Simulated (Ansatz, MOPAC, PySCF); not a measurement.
Species: H$_{3}$O$_{2}$ (charge +1, singlet). SMILES: O[OH2+]
Coordinates optimised at B3LYP-D3(BJ)/def2-TZVP (Ansatz, a quantum-chemistry and plane-wave program):
```
O
H 1 0.9882
H 1 0.9882 2 110.68
O 1 1.4533 2 105.72 3 -114.02
H 4 0.9836 1 100.29 2 -121.30
```
Charge +1, spin multiplicity 1.

Unscaled harmonic wavenumbers (cm⁻¹) in rising order, each level at the stationary point that it reaches from this structure (no distance between atoms moves by over 0.3 Å); the order of modes can differ between levels, and a negative number is imaginary. B3LYP-D3(BJ)/def2-TZVP (PySCF, at the structure above): 429, 867, 1010, 1161, 1463, 1629, 3484, 3555, 3593.

AM1 (MOPAC): 342, 1158, 1354, 1419, 1616, 1722, 2892, 3055, 3252. Zero-point energy 24.0 against 24.6 kcal/mol; where all levels lie over 400 cm⁻¹, the wavenumbers are on average 1.082 times those of B3LYP-D3(BJ)/def2-TZVP.

PM6 (MOPAC): 303, 995, 1153, 1187, 1380, 1467, 2457, 2571, 2600. Zero-point energy 20.2 against 24.6 kcal/mol; where all levels lie over 400 cm⁻¹, the wavenumbers are on average 0.913 times those of B3LYP-D3(BJ)/def2-TZVP.

PM7 (MOPAC): 311, 964, 1098, 1140, 1312, 1420, 2539, 2691, 2757. Zero-point energy 20.3 against 24.6 kcal/mol; where all levels lie over 400 cm⁻¹, the wavenumbers are on average 0.900 times those of B3LYP-D3(BJ)/def2-TZVP.

HF/6-31G* (Ansatz): 470, 1005, 1072, 1296, 1626, 1820, 3770, 3853, 3917. Zero-point energy 26.9 against 24.6 kcal/mol; where all levels lie over 400 cm⁻¹, the wavenumbers are on average 1.102 times those of B3LYP-D3(BJ)/def2-TZVP.
